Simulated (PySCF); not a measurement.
B3LYP has the VWN-RPA correlation part, as in Gaussian. 

```xyz
5

C     -0.4420    -0.0244    -0.1129
O      0.8275    -0.4845     0.0822
H     -0.6383     1.0355    -0.0160
H     -1.2057    -0.7599     0.0849
H      1.4584     0.2333    -0.0382
```

Charge 0, multiplicity 2.

**Question.** Give the Mulliken and meta-Löwdin atomic charges from B3LYP-D3(BJ)/def2-TZVP in PySCF 2.14.0.

**Answer.** 
| atom | Mulliken (e) | meta-Löwdin (e) |
|---|---|---|
| C1 | -0.17 | -0.14 |
| O2 | -0.37 | -0.44 |
| H3 | 0.11 | 0.11 |
| H4 | 0.12 | 0.13 |
| H5 | 0.32 | 0.35 |
